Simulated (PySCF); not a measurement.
Species: PF3.
SMILES with atom numbers: `[F:1][P:2]([F:3])[F:4]`

Structure used (PBE0-D3(BJ)/def2-SVP), in Å, numbered top down from 1:
```xyz
4
PF3 angstrom
F     -0.8266   -1.0649   -0.3780
P      0.0177   -0.1071    0.5791
F      1.3789   -0.1382   -0.2532
F     -0.5321    1.2822    0.0171
```

Computed with PySCF at CAM-B3LYP/def2-SVPD, non-relativistic, on one gas-phase PBE0-D3(BJ)/def2-SVP geometry that isn't relaxed in the solvent. The solvent is an IEF-PCM continuum (Bondi radii, 1.10 Å for H, scaled by 1.2). The model holds no explicit solvent molecules, cavitation or dispersion.

Gas phase at CAM-B3LYP/def2-SVPD: HOMO -11.04 eV, LUMO 0.50 eV, dipole 1.37 D.

Q: What does the continuum do to the energy, the frontier levels and the dipole at CAM-B3LYP/def2-SVPD in chloroform and acetone?

A: 
```csv
solvent,ε,E(solvent) − E(gas) (kcal/mol),polarisation term (kcal/mol),distortion of the solute (kcal/mol),HOMO (eV),LUMO (eV),dipole (D)
chloroform,4.711,-1.76,-1.91,0.15,-10.80,0.79,1.61
acetone,20.49,-2.38,-2.66,0.28,-10.74,0.87,1.69
```

The first energy column is the sum of the next two and covers electrostatics alone. From chloroform to acetone the lowering changes by a factor 1.35, Onsager's factor (ε − 1)/(2ε + 1) by 1.30 and ε itself by 4.3.

Q: Which radius a makes the point-dipole formula ΔE = −[(ε − 1)/(2ε + 1)]·μ²/a³ give the value in acetone, with the gas-phase dipole?

A: μ = 0.539 au and |ΔE| = 0.00380 Eh give a = 1.74 Å; the farthest nucleus lies 1.40 Å from the centroid of the nuclei. The formula assumes a rigid point dipole at the centre of a sphere.

Q: Give the dipole vector in the frame of the coordinates (D, pointing from negative to positive charge), gas and acetone.

A: Gas (0.02, -0.23, 1.35), solvent (0.02, -0.29, 1.67). Its length changes by +23 % and its direction by less than 1°.

Q: How does the static polarisability (CAM-B3LYP/def2-SVPD, frozen core, with the continuum's full static response) change?

A: 
```csv
medium,isotropic (au),principal values (au),⟨r²⟩ of the electrons (bohr²)
gas,25.9,"23.6, 27.1, 27.1",269.5
chloroform,30.1,"27.3, 31.5, 31.5",269.6
acetone,31.7,"28.8, 33.2, 33.2",269.7
```

The isotropic value in acetone is 1.22 times the gas-phase one; no cavity-field correction is applied. ⟨r²⟩ is taken about the centre of nuclear charge.
